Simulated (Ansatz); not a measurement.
Cost and result for the atomization energy of `CC(=S)C(=N)F` (10 atoms, 9 bonds).

Z-matrix (Å, degrees):
```
C
C 1 1.489
H 1 1.093 2 110.0
H 1 1.093 2 110.0 3 -116.1
H 1 1.087 2 110.3 3 121.9
S 2 1.615 1 124.3 3 -121.9
C 2 1.486 1 114.7 3 58.1
N 7 1.253 2 122.4 1 -0.1
F 7 1.333 2 114.9 1 179.9
H 8 1.019 7 111.6 2 -180.0
```

Total charge 0; spin multiplicity 1. All single points use the PBE0-D4/def2-TZVP geometry. It is one conformer, not always the lowest. Program: Ansatz. All runs use 4 threads of an AMD EPYC 7B13 on a shared host. Times are those of one run each, without the atoms' runs, and a repeat can differ threefold. Electronic energies, without spin–orbit coupling; frozen cores. CCSD(T)/CBS adds CCSD(T) − MP2 in def2-TZVPP to the MP2 limit, and its time is that of the two runs behind it. T1 = 0.014; the RHF reference is unstable towards UHF.

CCSD(T)/CBS is a level of theory with its own doubt, some kJ/mol a heavy atom from the limit and from the frozen cores, so smaller differences don't rank the functionals.

```
                             level  functions  wall time
            LDA (SPW92)/def2-TZVPP        253      1.1 s
              revPBE-D4/def2-TZVPP        253      1.7 s
   PBE-D4/def2-TZVPP (with forces)        253      2.1 s
                PBE0-D4/def2-TZVPP        253      2.6 s
               BHLYP-D4/def2-TZVPP        253      2.7 s
           CAM-B3LYP-D4/def2-TZVPP        253        3 s
r2SCAN-D4/def2-TZVPP (with forces)        253      3.7 s
                 B2PLYP/def2-TZVPP        253      5.5 s
                 B97M-V/def2-TZVPP        253        6 s
                  CCSD(T)/def2-SVP        108        6 s
                    MP2/def2-QZVPP        475       21 s
                CCSD(T)/def2-TZVPP        253    2.3 min
                 CCSD(T)/CBS(def2)          –    2.6 min
```

(1) What atomization energy does each give, and how far from CCSD(T)/CBS? (Estimate.)

## Answers

(1) Computed: 
```csv
level,atomization (kJ/mol),difference from CCSD(T)/CBS,per bond
LDA (SPW92)/def2-TZVPP,4801.1,758.8,84.3
revPBE-D4/def2-TZVPP,4112.3,70.0,7.8
PBE-D4/def2-TZVPP (with forces),4239.8,197.5,22.0
PBE0-D4/def2-TZVPP,4101.7,59.4,6.6
BHLYP-D4/def2-TZVPP,3871.7,-170.6,-19.0
CAM-B3LYP-D4/def2-TZVPP,4068.3,26.0,2.9
r2SCAN-D4/def2-TZVPP (with forces),4077.5,35.2,3.9
B2PLYP/def2-TZVPP,4015.5,-26.8,-3.0
B97M-V/def2-TZVPP,4078.5,36.2,4.0
CCSD(T)/def2-SVP,3836.6,-205.7,-22.9
MP2/def2-QZVPP,4111.6,69.3,7.7
CCSD(T)/def2-TZVPP,3923.2,-119.1,-13.2
CCSD(T)/CBS(def2),4042.3,0.0,0.0
```

From BLYP to BHLYP (50 % exact exchange), in def2-TZVPP and without D4, the atomization energy moves by −205.4 kJ/mol: exact exchange takes away binding that semilocal exchange gives to molecules. In def2-TZVPP, CCSD(T) changes the Hartree–Fock value by +1177.2 kJ/mol (the triples alone add +95.7 kJ/mol) and MP2 by +1295.5 kJ/mol; breaking electron pairs costs correlation energy, which Hartree–Fock lacks. The D4 term adds +37.1 kJ/mol with B3LYP and +19.4 kJ/mol with PBE0; it sums over pairs of atoms, weighted by their polarisabilities, and B3LYP, whose exchange is more repulsive, gets the larger term.

B3LYP here is the variant with VWN-RPA as its local correlation; programs differ in this.
